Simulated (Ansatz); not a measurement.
Telling isomers of CH4FSi+ apart by their spectra

These gas-phase data were calculated for one isomer of CH4FSi+ at PBE0-D3(BJ)/def2-SVP (harmonic, unscaled wavenumbers; equilibrium rotational constants with average atomic masses):

* rotational constants: 33.22, 5.381, 4.769 GHz
* all wavenumbers above 1500 cm⁻¹: 3032, 2987, 2350, 2295

Candidates:

(1) `FC[SiH2+]`, a singlet
(2) `C[SiH+]F`, a singlet

Question: Which structure fits?

Answer: Candidate (1). 2 modes lie between 2000 and 2380 cm⁻¹, one for each Si–H bond, while (2) has 1.

The same quantities for all candidates:

```
     rotational constants (GHz)  wavenumbers above 1500 cm⁻¹  E above the lowest, PBE0-D3(BJ)/def2-SVP (kcal/mol)
(1)         33.22, 5.381, 4.769       3032, 2987, 2350, 2295                                                 61.5
(2)          27.99, 6.54, 5.484       3181, 3121, 3029, 2361                                                  0.0
```

Harmonic stretches to hydrogen usually lie a few per cent above observed fundamentals. Each candidate is one conformer. Programs: Ansatz 0.2.0.
